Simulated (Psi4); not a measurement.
**C2H3B (BH2(CCH)): revPBE/def2-SVPD**

What is the vertical electron affinity of C2H3B (BH2(CCH)) at revPBE/def2-SVPD? 

The results are computed with Psi4 1.11.

### Step 1. The structure to begin with

C2H3B: 6 atoms, total charge 0, spin state singlet. SMILES: `[H]B([H])C#C`. The coordinates come from a GFN2-xTB relaxation.

Bond lengths: B1–C4 1.497 Å, C4–C5 1.207 Å, B1–H2 1.170 Å, B1–H3 1.170 Å, C5–H6 1.052 Å. Angles: B1–C4–C5 179.9°, H2–B1–C4 119.5°, H3–B1–C4 119.5°, C4–C5–H6 179.8°, H2–B1–H3 121.0°.

### Step 2. Energy and forces at revPBE/def2-SVPD

run.py reads:

```python
import psi4

psi4.set_memory('1600 MB')
psi4.set_num_threads(1)
psi4.set_output_file('output.dat', False)

geom = psi4.geometry("""
0 1
B      1.07336444     1.85487957     0.01012893
H      3.27619929     1.83673820     0.18961512
H     -0.03992991     3.75717238    -0.16236527
C     -0.34336324    -0.59295826    -0.00100155
C     -1.48320824    -2.56857244    -0.01298242
H     -2.48308123    -4.28724056    -0.02341371
units au
symmetry c1
""")

psi4.set_options({
    'basis': 'def2-SVPD',
    'puream': True,
    'e_convergence': 1e-09,
    'd_convergence': 1e-08,
    'scf_type': 'pk',
    'dft_radial_points': 99,
    'dft_spherical_points': 590,
})

e_tot, wfn = psi4.gradient("revpbe", return_wfn=True)
psi4.oeprop(wfn, "MULLIKEN_CHARGES", "DIPOLE", "QUADRUPOLE")
print('gradient / Eh bohr^-1')
print(e_tot.np.round(6))
print(f'energy = {wfn.energy():.10f} Eh')
for k, v in sorted(psi4.core.scalar_variables().items()):
    print(f'{k:45s} {v:18.10f}')
```

Command:

```bash
$ python run.py
```

output.dat:

```text
[...]
  Running in c1 symmetry.
[...]
  Nuclear repulsion =   47.010411230103529
[...]
  Multiplicity = 1
[...]
  Nalpha       = 10
  Nbeta        = 10
[...]
    Number of basis functions: 84
[...]
   @RKS iter   1:  -102.42744630816031   -3.95645e-01   7.23123e-03 ADIIS/DIIS
[...]
   @RKS iter  11:  -102.67233128337229   -1.43530e-12   2.99757e-09 DIIS
[...]
    Orbital Energies [Eh]
    ---------------------
    Doubly Occupied:
       1A     -9.931453     2A     -9.910074     3A     -6.542034
       4A     -0.687520     5A     -0.527107     6A     -0.469374
       7A     -0.354506     8A     -0.334958     9A     -0.285299
      10A     -0.251831
[...]
  @RKS Final Energy:  -102.67233128337229
   => Energetics <=
    Nuclear Repulsion Energy =             47.0104112301035286
    One-Electron Energy =                -229.2694261408333887
    Two-Electron Energy =                  95.4791260156845851
    DFT Exchange-Correlation Energy =     -15.8924423883270087
    Empirical Dispersion Energy =           0.0000000000000000
    VV10 Nonlocal Energy =                  0.0000000000000000
    Total Energy =                       -102.6723312833722872
[...]
  -Total Gradient:
     Atom            X                  Y                   Z
    ------   -----------------  -----------------  -----------------
       1        0.005664792497     0.009437699929     0.000070931521
       2       -0.021214208754    -0.001234618595    -0.001686107921
       3        0.009399743033    -0.018873124817     0.001559380534
       4       -0.022146237087    -0.038211529313    -0.000212890645
       5        0.016754374412     0.028895940326     0.000147354787
       6        0.011541613500     0.019985730537     0.000121323519
[...]
 Multipole Moments:
 ------------------------------------------------------------------------------------
     Multipole            Electronic (a.u.)      Nuclear  (a.u.)        Total (a.u.)
 ------------------------------------------------------------------------------------
 L = 1.  Multiply by 2.5417464519 to convert [e a0] to [Debye]
 Dipole X            :         -0.2789389            0.0735954           -0.2053435
 Dipole Y            :         -0.4843222            0.1311336           -0.3531887
 Dipole Z            :         -0.0002349           -0.0018526           -0.0020875
 Magnitude           :                                                    0.4085493
 L = 2.  Multiply by 1.3450342976 to convert [e a0^2] to [Debye ang]
 Quadrupole XX       :        -49.6693951           35.3974269          -14.2719682
 Quadrupole XY       :        -46.8822849           48.5186418            1.6363569
[...]
  Mulliken Charges: (a.u.)
   Center  Symbol    Alpha    Beta     Spin     Total
       1     B     2.95898  2.95898  0.00000 -0.91796
       2     H     0.32388  0.32388  0.00000  0.35225
       3     H     0.32413  0.32413  0.00000  0.35175
       4     C     2.64985  2.64985  0.00000  0.70030
       5     C     3.17731  3.17731  0.00000 -0.35461
       6     H     0.56586  0.56586  0.00000 -0.13172
   Total alpha = 10.00000, Total beta = 10.00000, Total charge = -0.00000
```

On the terminal:

```text
gradient / Eh bohr^-1
[[ 5.6650e-03  9.4380e-03  7.1000e-05]
 [-2.1214e-02 -1.2350e-03 -1.6860e-03]
 [ 9.4000e-03 -1.8873e-02  1.5590e-03]
 [-2.2146e-02 -3.8212e-02 -2.1300e-04]
 [ 1.6754e-02  2.8896e-02  1.4700e-04]
 [ 1.1542e-02  1.9986e-02  1.2100e-04]]
energy = -102.6723312834 Eh
CURRENT ENERGY                                   -102.6723312834
CURRENT REFERENCE ENERGY                         -102.6723312834
DD SOLVATION ENERGY                                 0.0000000000
DFT FUNCTIONAL TOTAL ENERGY                      -102.6723312834
DFT TOTAL ENERGY                                 -102.6723312834
DFT VV10 ENERGY                                     0.0000000000
DFT XC ENERGY                                     -15.8924423883
GRID ELECTRONS ALPHA                                9.9999999655
GRID ELECTRONS BETA                                 9.9999999655
GRID ELECTRONS TOTAL                               19.9999999310
NUCLEAR REPULSION ENERGY                           47.0104112301
ONE-ELECTRON ENERGY                              -229.2694261408
PCM POLARIZATION ENERGY                             0.0000000000
PE ENERGY                                           0.0000000000
SCF ITERATION ENERGY                             -102.6723312834
SCF ITERATIONS                                     11.0000000000
SCF TOTAL ENERGY                                 -102.6723312834
TWO-ELECTRON ENERGY                                95.4791260157
XC GRID RADIAL POINTS                              99.0000000000
XC GRID SPHERICAL POINTS                          590.0000000000
XC GRID TOTAL POINTS                           338318.0000000000
```

Wall time 14 s (1 thread of AMD EPYC 9R45 (Zen 5), shared host); peak memory 1.1 GiB.

### Step 3. The doublet anion: the energy at U-revPBE/def2-SVPD

calc.in reads:

```
memory 1.6 GB

molecule m {
  -1 2
  B
  H 1 r2
  H 1 r3 2 a3
  C 1 r4 2 a4 3 d4
  C 4 r5 2 a5 1 d5
  H 5 r6 2 a6 1 d6

  r2 = 1.169592
  r3 = 1.169936
  a3 = 121.01588
  r4 = 1.49666
  a4 = 119.50238
  d4 = 179.95487
  r5 = 1.206993
  a5 = 153.77224
  d5 = 179.81391
  r6 = 1.052208
  a6 = 162.91536
  d6 = 179.91014
  symmetry c1
  no_reorient
  no_com
}

set basis def2-SVPD
set reference uks
set puream true
set e_convergence 1e-09
set d_convergence 1e-08
set scf_type pk
set dft_radial_points 99
set dft_spherical_points 590
set maxiter 200

energy("revpbe")
```

Command:

```bash
$ psi4 calc.in calc.out -n 1
```

calc.out:

```text
[...]
  Running in c1 symmetry.
[...]
  Nuclear repulsion =   47.010409741345271
[...]
  Multiplicity = 2
[...]
  Nalpha       = 11
  Nbeta        = 10
[...]
    Number of basis functions: 84
[...]
   @UKS iter   1:  -102.23677493214321   -2.04974e-01   9.25249e-03 DIIS/ADIIS
[...]
   @UKS iter  14:  -102.68489114400529   -1.54898e-12   4.28833e-09 DIIS
[...]
   @S^2 Observed:                7.565340025E-01
[...]
    Orbital Energies [Eh]
    ---------------------
    Alpha Occupied:
       1A     -9.678504     2A     -9.676029     3A     -6.253428
       4A     -0.451458     5A     -0.292914     6A     -0.232267
       7A     -0.108313     8A     -0.094435     9A     -0.055153
      10A     -0.021941    11A      0.096706
    Alpha Virtual:
      12A      0.156402    13A      0.177041    14A      0.209290
      15A      0.222478    16A      0.243411    17A      0.264901
      18A      0.286605    19A      0.287305    20A      0.287554
      21A      0.306498    22A      0.310476    23A      0.372905
      24A      0.378779    25A      0.388629    26A      0.394731
[...]
  @UKS Final Energy:  -102.68489114400529
   => Energetics <=
    Nuclear Repulsion Energy =             47.0104097413452706
    One-Electron Energy =                -234.1484611022937656
    Two-Electron Energy =                 100.5866262277158967
    DFT Exchange-Correlation Energy =     -16.1334660107726720
    Empirical Dispersion Energy =           0.0000000000000000
    VV10 Nonlocal Energy =                  0.0000000000000000
    Total Energy =                       -102.6848911440052916
[...]
 Multipole Moments:
 ------------------------------------------------------------------------------------
     Multipole            Electronic (a.u.)      Nuclear  (a.u.)        Total (a.u.)
 ------------------------------------------------------------------------------------
 L = 1.  Multiply by 2.5417464519 to convert [e a0] to [Debye]
 Dipole X            :          0.0001249            0.0021488            0.0022737
 Dipole Y            :         -1.2775996            0.1319445           -1.1456550
 Dipole Z            :         -0.7210326            0.0721228           -0.6489098
 Magnitude           :                                                    1.3166680
[...]
```

Run time: 19 s. Hardware: 1 thread of AMD EPYC 9R45 (Zen 5), shared host; peak memory 1.1 GiB.

### Step 4. Outcome

At revPBE/def2-SVPD:

| quantity | value |
| --- | --- |
| singlet C2H3B: total energy | -102.67233 Eh |
| singlet C2H3B: dipole moment | 1.04 D |
| singlet C2H3B: HOMO energy | -6.85 eV |
| singlet C2H3B: LUMO energy | -3.27 eV |
| singlet C2H3B: HOMO–LUMO gap | 3.58 eV |
| singlet C2H3B: largest force on an atom | 2.271 eV/Å |
| doublet anion: total energy | -102.68489 Eh |
| doublet anion: HOMO energy (highest over α and β) | 2.63 eV |
| doublet anion: LUMO energy (lowest over α and β) | 4.00 eV |
| doublet anion: ⟨S²⟩ | 0.757 |
| vertical electron affinity (to the doublet anion) | 0.342 eV |

**Reading.** At fixed nuclei the extra electron is bound by 0.34 eV (33.0 kJ/mol). The largest force (singlet C2H3B) is 2.27 eV/Å: the shape isn't a stationary point for this species at this level. Mulliken charges (singlet C2H3B) run from -0.92 on B1 to +0.70 on C4; in a basis this large or diffuse they mean little. The HOMO (doublet anion) lies at positive energy, 2.63 eV, as semi-local functionals often give for anions; only total energies tell whether the electron is bound.
